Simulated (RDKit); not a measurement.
RDKit input (MMFF94):

```python
from rdkit import Chem
from rdkit.Chem import AllChem, rdDetermineBonds

mol = Chem.MolFromXYZFile('mol.xyz')
rdDetermineBonds.DetermineBonds(mol, charge=0)
print('SMILES', Chem.MolToSmiles(Chem.RemoveHs(mol)))
ff = AllChem.MMFFGetMoleculeForceField(mol, AllChem.MMFFGetMoleculeProperties(mol))
e0 = ff.CalcEnergy()
flag = ff.Minimize(maxIts=5000, forceTol=1e-5)
print(f'energy {e0:.4f} -> {ff.CalcEnergy():.4f} kcal/mol, converged: {flag == 0}')
print(Chem.MolToXYZBlock(mol))
```
mol.xyz:
```
9

C      1.28821393     0.13704514     0.01192045
C      0.00466619     0.47258385     0.00111358
H      1.60232982    -0.90099925     0.01239769
H      2.07098219     0.88456380     0.02066987
H     -0.26121508     1.52666987     0.00110742
C     -1.13838143    -0.49205935    -0.01137507
H     -0.78875001    -1.52536103    -0.01056700
H     -1.78307485    -0.34713453     0.86039285
H     -1.76726422    -0.34315674    -0.89395457
```

Which steric energies does it print, before and after the minimisation?

6.70 and 6.48 kcal/mol. They count from the force field's own zero for this bonding and are no heats of formation.
